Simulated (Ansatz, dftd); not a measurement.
Reaction: C2H6O (ethanol, SMILES CCO) → CH3 (SMILES [CH3], doublet) + CH3O (SMILES [CH2]O, doublet) (the C-C bond breaks)
Each species at its own B3LYP-D3(BJ)/def2-TZVP minimum (Ansatz, a program for electronic structure), one conformer.

Property: bond dissociation energy (electronic), in kcal/mol. Open shells are spin-unrestricted; no spin-orbit coupling. CBS(X,Y): correlation extrapolated as X^-3, Hartree-Fock from the larger set. A bracket is a step between two methods taken in the basis named. The functionals are non-relativistic, so their misses hold any scalar relativity. Double hybrids freeze cores in their MP2 part. 'core' is core correlation in cc-pwCVTZ, 'X2C' scalar relativity in cc-pVTZ-DK, both at CCSD(T).

Compared with CCSD(T)/CBS(cc-pVTZ,cc-pVQZ) + [CCSDT(Q) - CCSD(T)]/cc-pVDZ + core + X2C (Ansatz).

Rank these levels by how close they come to it, closest first: PBE-D3(BJ)/def2-TZVPD (Ansatz + dftd3); B2PLYP-D4/def2-TZVPD (Ansatz + dftd4); PBE0/def2-TZVPD (Ansatz); wB97M-V/def2-TZVPD (Ansatz).

wB97M-V/def2-TZVPD (93.2 kcal/mol, difference -0.6), PBE-D3(BJ)/def2-TZVPD (91.2 kcal/mol, difference -2.6), B2PLYP-D4/def2-TZVPD (90.0 kcal/mol, difference -3.8), PBE0/def2-TZVPD (89.6 kcal/mol, difference -4.2)
